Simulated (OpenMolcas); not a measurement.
**A ladder of methods for PNH4 (SMILES N=[PH3])**

PNH4 has 6 atoms, charge 0, and is taken as a singlet. SMILES: `N=[PH3]`. Geometry: relaxed at GFN2-xTB.

| atom | x (Å) | y (Å) | z (Å) |
| --- | --- | --- | --- |
| N | 0.6145 | -0.7126 | 0.8681 |
| P | -0.1568 | 0.2251 | -0.0815 |
| H | 1.0353 | -1.5193 | 0.4338 |
| H | -1.2997 | -0.1796 | -0.7813 |
| H | 0.4653 | 0.9308 | -1.1183 |
| H | -0.6585 | 1.2556 | 0.6793 |

Quantity: the energy change with the P2–H5 bond stretched from 1.400 to 2.100 Å, in eV. The values are calculated.

```json
{"level": "HF/STO-3G (restricted)", "kind": "Hartree–Fock", "program": "OpenMolcas", "value (eV)": "3.18", "less FCI/STO-3G": "+1.84", "CPU time (all runs)": "3.3 s"}
{"level": "SVWN5/STO-3G (restricted)", "kind": "LDA", "program": "OpenMolcas", "value (eV)": "1.66", "less FCI/STO-3G": "+0.32", "CPU time (all runs)": "9.7 s"}
{"level": "PBE/STO-3G (restricted)", "kind": "GGA", "program": "OpenMolcas", "value (eV)": "1.54", "less FCI/STO-3G": "+0.20", "CPU time (all runs)": "11 s"}
{"level": "r2SCAN/STO-3G (restricted)", "kind": "meta-GGA", "program": "OpenMolcas", "value (eV)": "1.75", "less FCI/STO-3G": "+0.41", "CPU time (all runs)": "14 s"}
{"level": "PBE0/STO-3G (restricted)", "kind": "global hybrid", "program": "OpenMolcas", "value (eV)": "2.00", "less FCI/STO-3G": "+0.66", "CPU time (all runs)": "11 s"}
{"level": "B2PLYP/STO-3G (restricted)", "kind": "double hybrid", "program": "OpenMolcas", "value (eV)": "1.89", "less FCI/STO-3G": "+0.55", "CPU time (all runs)": "9.8 s"}
{"level": "MP2/STO-3G (restricted)", "kind": "perturbation theory", "program": "OpenMolcas", "value (eV)": "1.99", "less FCI/STO-3G": "+0.65", "CPU time (all runs)": "3.4 s"}
{"level": "ACPF/STO-3G (restricted)", "kind": "coupled cluster or CI", "program": "OpenMolcas", "value (eV)": "0.95", "less FCI/STO-3G": "-0.39", "CPU time (all runs)": "3.7 s"}
{"level": "CISD/STO-3G (restricted)", "kind": "coupled cluster or CI", "program": "OpenMolcas", "value (eV)": "1.80", "less FCI/STO-3G": "+0.46", "CPU time (all runs)": "3.6 s"}
{"level": "FCI/STO-3G", "kind": "exact in the basis", "program": "OpenMolcas", "value (eV)": "1.34", "less FCI/STO-3G": "0.00", "CPU time (all runs)": "1.8 min"}
```

FCI/STO-3G is exact within its basis and frozen core, so for wave-function methods in that basis the difference is their error; functionals converge differently with the basis, so for them it is only a difference. Spin-restricted single references rise too steeply as a bond breaks, Hartree–Fock most of all. Perturbation and coupled-cluster corrections on them can overshoot downwards. The first shape isn't each level's own minimum. The values span 0.95 to 3.18 eV. All rows use very small basis sets, so even the best lies far from the true value. Times are those of the runs behind each value, whatever else they computed, on shared processors of several kinds: orders of magnitude only.
